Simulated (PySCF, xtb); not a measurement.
H2O, SMILES O.

GFN2-xTB (xtb 6.7.1) at its own geometry gives an orbital gap of 14.39 eV and a dipole moment of 2.22 D.

Geometry optimised at B3LYP-D3(BJ)/def2-TZVPD.

**Question.** What does CAM-B3LYP/def2-TZVPD in PySCF give? (Estimate from the structure and the level; the computed values follow.)

**Answer.** gap 11.33 eV (levels -10.68 and 0.65 eV), dipole 1.89 D.
